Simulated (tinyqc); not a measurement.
Inside a calculation. Method: harmonic frequencies on the UHF/sto-3g surface (energies and gradients from PySCF), for H2O+, spin multiplicity 2. One step of it, computed by the program tinyqc.

Task: Normal modes. Diagonalise H_ij / sqrt(m_i m_j); the 6 smallest eigenvalues belong to translations and rotations; wavenumber = sqrt(eigenvalue / 1822.888) x 219474.63; each mode has its largest component positive (the first on a tie); zero-point energy = sum of wavenumbers / 2, with 349.755 1/cm per kcal/mol.

Hessian (symmetrised) (hartree/bohr^2), lower triangle:
```
             1Ox          1Oy          1Oz          2Hx          2Hy          2Hz          3Hx          3Hy
1Ox   0.01620536
1Oy  -0.00413977   0.72429537
1Oz  -0.08232906   0.00232283   0.41949014
2Hx  -0.00869580   0.05102356   0.04296192   0.00797099
2Hy   0.03995759  -0.35744427  -0.19437139  -0.04567630   0.37857785
2Hz   0.04324839  -0.25076363  -0.21388862  -0.03941216   0.22296620   0.19505954
3Hx  -0.00750835  -0.04688380   0.03936809   0.00072420   0.00571883  -0.00383670   0.00678355
3Hy  -0.03581781  -0.36685255   0.19204855  -0.00534737  -0.02113285   0.02779795   0.04116507   0.38798612
3Hz   0.03908086   0.24844082  -0.20560536  -0.00354985  -0.02859526   0.01883099  -0.03553149  -0.21984607

            3Hz
3Hz  0.18677628
```

masses (u): 1O 15.994915, 2H 1.007825, 3H 1.007825

Give: eigenvalues of the mass-weighted Hessian; harmonic wavenumbers of the vibrations; mass-weighted modes; zero-point energy.

Result:

eigenvalues of the mass-weighted Hessian (hartree/(bohr^2 u)): 0.0000  0.0000  0.0000  0.0000  0.0000  0.0000  0.1004  0.5442  0.5820

harmonic wavenumbers of the vibrations (1/cm): 1629.2  3792.2  3921.5

mass-weighted modes:
```
      mode 1   mode 2   mode 3
1Ox   0.0530  -0.0365   0.0020
1Oy   0.0029  -0.0023  -0.2789
1Oz  -0.2703   0.1863  -0.0028
2Hx  -0.1029   0.0767  -0.0791
2Hy  -0.4070  -0.5775   0.5523
2Hz   0.5346  -0.3760   0.3887
3Hx  -0.1084   0.0689   0.0712
3Hy   0.3955   0.5869   0.5590
3Hz   0.5422  -0.3661  -0.3773
```

zero-point energy = 13.3563 kcal/mol
